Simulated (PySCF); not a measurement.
These 2 structures share the formula C2H3F3S. Computed with PySCF, PBE0-D3(BJ)/def2-SVP geometry optimisation, gas phase. Energies are electronic, without zero-point or thermal terms, for one conformer each. No frequencies were run at this level. Point groups hold within 0.08 Å.

Problem. Order them by energy at this level, lowest first, and give relative energies in kJ/mol.
A. methyl(trifluoromethyl) sulfide, `CSC(F)(F)F`
B. `[F:1][C:2]([F:3])([F:4])[CH2:5][SH:6]` with C2–C5–S6–H 67°

Solution. B (0.0), A (33.9).

As drawn, the lower has an S–H bond, which the higher lacks.

```csv
SMILES,E (Eh),E rel (kJ/mol),dipole (D),point group,"A, B, C (MHz)"
FC(F)(F)CS,-774.83301,0.0,1.66,–,"5284, 1782, 1771"
CSC(F)(F)F,-774.82008,33.9,2.12,–,"4415, 2332, 2097"
```

Problem. How do the relative energies change in single points at PBE0/pcSseg-1 (no added dispersion term) on the same geometries?

Solution. 
| SMILES | PBE0-D3(BJ)/def2-SVP (kJ/mol) | PBE0/pcSseg-1 (kJ/mol) | shift |
| --- | --- | --- | --- |
| FC(F)(F)CS | 0.0 | 0.0 | 0.0 |
| CSC(F)(F)F | 33.9 | 30.2 | -3.7 |

Each column counts from its own lowest isomer. The order is unchanged; the largest shift is 3.7 kJ/mol.

Problem. As an exercise, what shares would exp(−E/RT) give at 1000 K from these electronic energies alone (no entropy, no degeneracies)?

Solution. RT = 8.314 kJ/mol: FC(F)(F)CS 98.3 %, CSC(F)(F)F 1.7 %.
